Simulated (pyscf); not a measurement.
**Four-centre exchange: HO–SiH₃ (SMILES O[SiH3]) + H₂ (SMILES [H][H]) → HO–SiH₃ (SMILES O[SiH3]) + H₂ (SMILES [H][H])**

Gas phase, singlet surface, charge 0. Bonds broken: O1–H3, H7–H8. Bonds formed: O1–H7, H3–H8. PySCF, gas phase, ωB97X-D3(BJ)/def2-SVP geometries.

Transition state (Å):

```xyz
8

O     -0.8956    -0.5905     0.5971
Si     0.0499    -0.0665    -0.6977
H     -0.4958    -0.7386     1.7816
H     -0.8185     0.6357    -1.6815
H      0.6921    -1.2456    -1.3398
H      1.1109     0.8719    -0.2220
H     -1.1529     0.0773     1.6327
H     -0.7756    -0.1243     2.6221
```

One imaginary mode, 2849i cm⁻¹; descent along it reached the two sides named.

```json
[
 {"bond": "O1–H3", "change": "breaks", "reactant side (Å)": "0.963", "saddle": "1.259", "product side": "2.482"},
 {"bond": "H7–H8", "change": "breaks", "reactant side (Å)": "0.761", "saddle": "1.078", "product side": "3.4"},
 {"bond": "O1–H7", "change": "forms", "reactant side (Å)": "2.476", "saddle": "1.259", "product side": "0.963"},
 {"bond": "H3–H8", "change": "forms", "reactant side (Å)": "3.4", "saddle": "1.078", "product side": "0.761"}
]
```

Electronic energies relative to the separated reactants (eV):

```
level                   barrier  reaction energy  reverse barrier
----------------------  -------  ---------------  ---------------
ωB97X-D3(BJ)/def2-TZVP     3.01             0.00             3.01
PBE/def2-TZVP              2.57             0.00             2.57
r²SCAN/def2-TZVP           2.79             0.00             2.79
B3LYP-D3(BJ)/def2-TZVP     2.89             0.00             2.89
PBE0-D3(BJ)/def2-TZVP      2.80             0.00             2.80
M06-2X/def2-TZVP           3.08             0.00             3.08
ωB97M-D3(BJ)/def2-TZVP     2.94             0.00             2.94
HF/def2-TZVP               3.89             0.00             3.89
```

With ωB97M-D3(BJ)/def2-TZVP energies and thermal terms (ideal gas, 1 atm, RRHO with modes under 100 cm⁻¹ raised to 100, one conformer, R ln 2 for chiral ones without a mode under 150 cm⁻¹), in eV:

| T (K) | ΔH‡ | ΔG‡ | ΔH | ΔG |
|---|---|---|---|---|
| 298 | 2.86 | 3.21 | 0.00 | 0.00 |
| 600 | 2.83 | 3.57 | 0.00 | 0.00 |
| 900 | 2.83 | 3.94 | 0.00 | 0.00 |
| 1200 | 2.84 | 4.31 | 0.00 | 0.00 |

The same reactants have a lower exit, to SiH₄ + H₂O (barrier +2.27 eV at ωB97M-D3(BJ)/def2-TZVP, against +2.94 eV here). Another saddle between the same species, by other bonds, lies lower (2.45 eV against 2.94 eV at ωB97M-D3(BJ)/def2-TZVP).
